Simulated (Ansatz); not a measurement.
Rock-salt SnTe (cubic form, which distorts at low temperature), treated with r²SCANh (Ansatz, an electronic-structure program, PAW).

Settings: plane-wave cutoff 520 eV, 8×8×8 k mesh, Fermi–Dirac smearing 0.01 eV, scalar-relativistic PAW data made under PBE.

Cell (relaxed at this level):

```
CELL_PARAMETERS angstrom
      0.00000     3.18274     3.18274
      3.18274     0.00000     3.18274
      3.18274     3.18274     0.00000
ATOMIC_POSITIONS crystal
  Sn 0.00000 0.00000 0.00000
  Te 0.50000 0.50000 0.50000
```

Question: Predict the bulk modulus, band gap, direct gap at Γ and pressure derivative B′ of the bulk modulus.

Answer: 
- bulk modulus = 45.3 GPa
- band gap = 0.38 eV (on the SCF k mesh)
- direct gap at Γ = 6.36 eV
- pressure derivative B′ of the bulk modulus = 4.4

Measured, for comparison: band gap 0.3 eV (4 K, zero-point motion not removed, bulk gap, ARPES or transport; rounded; as tabulated in Ando (2013), arXiv:1304.5693); bulk modulus 37.8 GPa (temperature not stated, no zero-point or thermal correction; as tabulated in Toher et al. (2017), arXiv:1611.05714). Computed (rounded) less measured: bulk modulus +20 %.

Note: symmetry holds this phase in the static calculation, where it need not be a minimum.

Spin–orbit coupling is not included; with these elements it can move the gap by several tenths of an eV or more.
